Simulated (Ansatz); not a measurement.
Results of PBE-D4 (PAW; Ansatz, a program for electronic structure) for 2H WS2.

Settings: plane-wave cutoff 520 eV, 12×12×4 k mesh (along the axes of the cell as run), no spin polarisation, scalar-relativistic PAW data made under PBE.

Cell (relaxed at this level):

```cif
data_S4W2
_chemical_formula_sum 'W2 S4'
_space_group_name_H-M_alt 'P63/mmc'
_space_group_IT_number 194
_space_group_name_Hall '-P 6c 2c'
_cell_length_a 3.15573
_cell_length_b 3.15573
_cell_length_c 12.19542
_cell_angle_alpha 90.000
_cell_angle_beta 90.000
_cell_angle_gamma 120.000
loop_
_atom_site_label
_atom_site_type_symbol
_atom_site_symmetry_multiplicity
_atom_site_Wyckoff_symbol
_atom_site_fract_x
_atom_site_fract_y
_atom_site_fract_z
_atom_site_occupancy
W1 W 2 c 0.33333 0.66667 0.25000 1
S1 S 4 f 0.66667 0.33333 0.12087 1
```

Q: Estimate the Young modulus, Poisson ratio, elastic constant C66, elastic constant C13, elastic constant C11, elastic constant C12, elastic constant C33 and elastic constant C44 that the calculation returns.

A: 
Young modulus: 114 GPa
Poisson ratio: 0.201
elastic constant C66: 98.9 GPa
elastic constant C13: 10.5 GPa
elastic constant C11: 251 GPa
elastic constant C12: 53.3 GPa
elastic constant C33: 60.7 GPa
elastic constant C44: 20.1 GPa

Measured, for comparison: elastic constant C33 60 ± 5 GPa (temperature not stated, not corrected to a static lattice; as tabulated in Björkman et al. (2012), arXiv:1206.3542). Computed (rounded) less measured: elastic constant C33 +1 % (inside the measured uncertainty). A static lattice is as a rule a little smaller and stiffer than an uncorrected measurement, which narrows the difference in the elastic constant C33 and would widen misses of the other sign.

Note: the dispersion coefficients are held fixed in the derivatives.

Elastic constants are with the ions relaxed.

Spin–orbit coupling is not included.

It cost very roughly 29 core-minutes of CPU time.
